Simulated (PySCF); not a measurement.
Atomic charges against the basis set

Species: H3Si(SH), H4SSi.
SMILES with atom numbers: `[SiH3:1][SH:2]` (hydrogens: H3, H4, H5 on Si1; H6 on S2)

PBE0 throughout (PySCF), one geometry, spherical d and f functions. Geometry: PBE0-D3(BJ)/def2-SVP; no solvent, vibrations or thermal averaging. Atoms taken as equivalent share a column and are averaged.

Mulliken charges (e):

| basis | functions | Si1 | S2 | H3/H4/H5 | H6 |
| --- | --- | --- | --- | --- | --- |
| pcSseg-0 | 34 | +0.350 | -0.459 | -0.026 | +0.185 |
| cc-pVDZ | 56 | +0.208 | -0.235 | -0.029 | +0.114 |
| aug-cc-pVDZ | 90 | -0.201 | -0.430 | +0.166 | +0.132 |
| cc-pVTZ | 124 | +0.192 | -0.241 | -0.020 | +0.108 |
| IGLO-III | 128 | +0.769 | -0.320 | -0.154 | +0.013 |
| pcSseg-3 | 284 | +0.348 | -0.239 | -0.068 | +0.096 |

IAO charges (e):

| basis | functions | Si1 | S2 | H3/H4/H5 | H6 |
| --- | --- | --- | --- | --- | --- |
| pcSseg-0 | 34 | +0.342 | -0.288 | -0.057 | +0.117 |
| cc-pVDZ | 56 | +0.512 | -0.302 | -0.105 | +0.106 |
| aug-cc-pVDZ | 90 | +0.516 | -0.316 | -0.104 | +0.112 |
| cc-pVTZ | 124 | +0.540 | -0.314 | -0.112 | +0.109 |
| IGLO-III | 128 | +0.548 | -0.307 | -0.115 | +0.105 |
| pcSseg-3 | 284 | +0.556 | -0.315 | -0.116 | +0.107 |

Hirshfeld charges (e):

```tsv
basis	functions	Si1	S2	H3/H4/H5	H6
pcSseg-0	34	+0.290	-0.148	-0.067	+0.057
cc-pVDZ	56	+0.283	-0.128	-0.071	+0.059
aug-cc-pVDZ	90	+0.284	-0.127	-0.070	+0.054
cc-pVTZ	124	+0.280	-0.126	-0.070	+0.056
IGLO-III	128	+0.274	-0.117	-0.071	+0.055
pcSseg-3	284	+0.281	-0.123	-0.071	+0.054
```

Some averages cover members that differ in this geometry, most widely: H3/H4/H5, Mulliken in aug-cc-pVDZ +0.135 to +0.183 e.

Task: Which scheme is steadiest as the basis changes?

Result: Largest range over the bases for any column: Hirshfeld 0.03 e, IAO 0.21 e, Mulliken 0.97 e. Hirshfeld charges move least and Mulliken charges most, counted in e.

Task: How much do the charges still move between the two largest bases, IGLO-III and pcSseg-3?

Result: At most, over all atoms: Mulliken 0.421 e, IAO 0.008 e, Hirshfeld 0.008 e.

Task: What do the same runs give for the total energy, the frontier levels and the dipole moment?

Result: 
```json
{"basis": "pcSseg-0", "energy (Eh)": "-688.9971", "HOMO (eV)": "-7.59", "LUMO (eV)": "0.08", "μ (D)": "2.06"}
{"basis": "cc-pVDZ", "energy (Eh)": "-689.8351", "HOMO (eV)": "-7.39", "LUMO (eV)": "0.35", "μ (D)": "1.18"}
{"basis": "aug-cc-pVDZ", "energy (Eh)": "-689.8395", "HOMO (eV)": "-7.50", "LUMO (eV)": "-0.42", "μ (D)": "1.08"}
{"basis": "cc-pVTZ", "energy (Eh)": "-689.8686", "HOMO (eV)": "-7.51", "LUMO (eV)": "0.09", "μ (D)": "1.05"}
{"basis": "IGLO-III", "energy (Eh)": "-689.8574", "HOMO (eV)": "-7.41", "LUMO (eV)": "0.22", "μ (D)": "0.93"}
{"basis": "pcSseg-3", "energy (Eh)": "-689.8855", "HOMO (eV)": "-7.55", "LUMO (eV)": "-0.28", "μ (D)": "1.02"}
```

The dipole is fixed by the density alone, so its range of 1.13 D shows that the density itself changes with the basis, not only its division among atoms.
